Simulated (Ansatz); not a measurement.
Geometry optimisation, UKS PBE-D4/def2-SVP in Ansatz.

Input:

```yaml
crystal:
  periodic: [false, false, false]
  atoms:
    - { symbol: C, position_ang: [-1.3233, -0.7081, -0.7827] }
    - { symbol: C, position_ang: [-0.4167, -0.2043, -0.2394] }
    - { symbol: C, position_ang: [0.7227, 0.3629, 0.4253] }
    - { symbol: H, position_ang: [-2.1486, -1.0624, -1.2917] }
    - { symbol: H, position_ang: [1.2653, 1.082, -0.2185] }
    - { symbol: H, position_ang: [0.4624, 0.8839, 1.3622] }
    - { symbol: H, position_ang: [1.4994, -0.4222, 0.6991] }
magnetization:
  spin_polarized: true
basis:
  gaussian: { orbitals: def2-SVP }
hamiltonian:
  xc: pbe
  dispersion: d4
relax:
  f_tol: 0.02
  max_steps: 50
```

Command:

```bash
$ ansatz run input.yaml --threads 1 --pin off --max-ram 2048MiB --backend cpu --events-out ev --progress --plain --runs-dir out
```

Task: Where does it end, and by what steps?

Result: The forces met the threshold. After 4 steps the energy has fallen by 0.228 eV; H4 moved furthest, 0.09 Å.

```csv
step,energy less start (eV),largest force component (eV/Å),accepted
0,0.0000,4.210,yes
1,-0.2172,0.515,yes
2,-0.2238,0.190,yes
3,-0.2280,0.047,yes
4,-0.2281,0.003,yes
```

```xyz
7
Properties=species:S:1:pos:R:3
C -1.358 -0.689 -0.809
C -0.389 -0.207 -0.240
C 0.765 0.366 0.438
H -2.214 -1.115 -1.312
H 1.287 1.105 -0.207
H 0.468 0.888 1.371
H 1.503 -0.417 0.713
```

Whether the end is a true minimum wasn't checked by a vibrational analysis.

The run took 9.9 s on 1 thread of Arm Neoverse V1 (shared host), peak memory 0.11 GiB.
